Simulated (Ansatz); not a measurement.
```yaml
crystal:
  periodic: [false, false, false]
  atoms:
    - {symbol: Co, position_ang: [0.000000, 0.000000, 0.000000]}
    - {symbol: Si, position_ang: [0.000000, 0.000000, 2.370000]}
basis:
  gaussian: {orbitals: def2-TZVP}
total_charge: 1
magnetization: {spin_polarized: true, initial_magnetization: 4}
hamiltonian: {xc: pbe0}
relax: {f_tol: 0.004, max_steps: 80}
```

```sh
$ ansatz run in.yaml --threads 1 --pin off --events-out ev --progress --plain --max-ram 2176MiB
```

Steps of the relaxation (energy above the last step; positions in Å, forces in eV/Å):

```
2
step 1, 0.4 meV
Co    0.000    0.000    0.000    0.000    0.000    0.063
Si    0.000    0.000    2.370    0.000    0.000   -0.063
```

```
2
step 2, 0.1 meV
Co    0.000    0.000    0.003    0.000    0.000    0.032
Si    0.000    0.000    2.367    0.000    0.000   -0.032
```

```
2
step 3, 0.0 meV
Co    0.000    0.000    0.006    0.000    0.000    0.000
Si    0.000    0.000    2.364    0.000    0.000    0.000
```

Close pairs at the end: Co1–Si2 2.358 Å.

A stationary point of unrestricted PBE0 after 3 steps, with ⟨S²⟩ = 6.016 against 6.00 for a pure state. 25 s on 1 thread of AMD EPYC 9R45, shared host.
